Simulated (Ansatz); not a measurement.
Process, species as SMILES: N (NH3) + H+ → [NH4+]
B3LYP-D3(BJ)/def2-TZVP geometries, fixed; electronic energies without zero-point terms; positive where energy is released.
Largest species:
```
N
H 1 1.0250
H 1 1.0250 2 109.47
H 1 1.0250 2 109.47 3 120.00
H 1 1.0250 2 109.47 4 120.00
```
Charge +1, spin multiplicity 1.

Basis-set convergence of the proton affinity at MP2 with Ansatz (a first-principles code). Cartesian d functions, on some or all atoms, in 6-31+G*, 6-31G**; all else is spherical. Cores are frozen. No added dispersion term, no relativity. Functions are those of the species that has most. Reference: Hartree-Fock in aug-cc-pVQZ plus the correlation part extrapolated as X^-3 from aug-cc-pVTZ and aug-cc-pVQZ, 210.49 kcal/mol, itself unsure by roughly 0.06 kcal/mol (a third of the extrapolation step and of the last Hartree-Fock step). Deviations are taken from unrounded values.

| basis | functions | proton affinity (kcal/mol) | minus reference (kcal/mol) |
|---|---|---|---|
| 3-21G | 17 | 231.50 | 21.01 |
| def2-SV(P) | 22 | 215.38 | 4.89 |
| 6-31+G* | 27 | 212.09 | 1.60 |
| cc-pVDZ | 34 | 218.89 | 8.40 |
| 6-31G** | 35 | 219.98 | 9.49 |
| 6-311G** | 42 | 217.37 | 6.88 |
| 6-311+G** | 46 | 213.51 | 3.02 |
| def2-TZVP | 55 | 212.08 | 1.59 |
| aug-cc-pVDZ | 59 | 210.21 | -0.28 |
| 6-311++G(2d,2p) | 67 | 211.46 | 0.97 |
| pcseg-2 | 86 | 212.35 | 1.86 |
| def2-TZVPP | 87 | 212.54 | 2.05 |
| jun-cc-pV(T+d)Z | 95 | 211.08 | 0.59 |
| def2-TZVPPD | 105 | 211.21 | 0.72 |
| 6-311++G(3df,3pd) | 111 | 210.85 | 0.36 |
| aug-pcseg-2 | 138 | 211.24 | 0.75 |
| cc-pVQZ | 175 | 211.85 | 1.36 |
| def2-QZVPPD | 195 | 210.90 | 0.41 |
